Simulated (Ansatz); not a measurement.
A made-up structure of CH2BS, doublet:

C1  (-1.324, -0.316, -0.015)
B2  (0.014, -0.189, 0.109)
S3  (1.740, -0.130, 0.328)
H4  (0.745, -1.068, 0.238)
H5  (1.953, 1.041, -0.303)
(Å)

It is relaxed with PBE-D4/def2-SVP and then PBE0-D4/def2-TZVP (Ansatz 0.2.0). Atoms count as bonded within 1.22 times the sum of their covalent radii (H–H: 0.88 Å). The end point is not checked to be a true minimum.

Problem. Does its bonding change? (A judgement: the text doesn't fix the answer.)

Solution. The calculation gives: Yes. Formed: C1–H4; broken: B2–H4, S3–H4.

Where it ends: The first stage lowers the energy by 5.44 eV in 17 steps. It ends as CH₂BS ([CH][B][SH]):
C1  (-0.444, -0.963, 0.206)
B2  (0.734, -0.309, 0.137)
S3  (2.309, 0.432, 0.085)
H4  (-1.383, -1.472, 0.257)
H5  (1.912, 1.651, -0.328)
(Å)

Labels in which every atom is bracketed show which atoms are joined, not bond orders.

For scale, one of the runs: PBE0-D4/def2-TZVP relaxation, 111 basis functions, launched by `ansatz run in.yaml --threads 2 --pin off --events-out ev --progress --plain --max-ram 4352MiB`. The run took about 18 s on 2 CPU threads of an Arm Neoverse V1 (shared host).
